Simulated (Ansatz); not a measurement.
Relaxation of FH5SSi (8 atoms, charge 0, multiplicity 1), to a largest force component of 0.03 eV/Å in at most 50 steps.

Theory: RHF/def2-SVP in Ansatz 0.2.0.

```xyz
8
Properties=species:S:1:pos:R:3
Si 0.275 0.063 -0.116
F 0.145 -0.109 1.476
H 1.717 -0.041 -0.420
H -0.217 1.389 -0.513
H -0.441 -1.035 -0.783
S -2.940 0.121 0.901
H -3.175 -1.182 0.727
H -1.952 -0.080 1.828
```

Task: Where does it end, and by what steps?

Result: The run converged. After 7 steps the energy has fallen by 0.137 eV; S6 moved furthest, 0.40 Å.

```csv
step,energy less start (eV),largest force component (eV/Å),accepted
0,0.0000,0.904,yes
1,-0.1000,0.477,yes
2,-0.1274,0.300,yes
3,-0.1328,0.047,yes
4,-0.1357,0.095,yes
5,-0.1363,0.051,yes
6,-0.1367,0.036,yes
7,-0.1367,0.019,yes
```

```xyz
8
Properties=species:S:1:pos:R:3
Si 0.492 0.074 -0.219
F 0.241 -0.168 1.360
H 1.947 0.014 -0.450
H -0.032 1.402 -0.576
H -0.190 -0.997 -0.965
S -3.299 0.074 1.068
H -3.461 -1.245 0.950
H -2.287 -0.029 1.932
```

Whether the end is a true minimum wasn't checked by a vibrational analysis.

Time of the run: 8.8 s on 1 thread of Arm Neoverse V1, with other jobs on the host, peak memory 0.12 GiB.
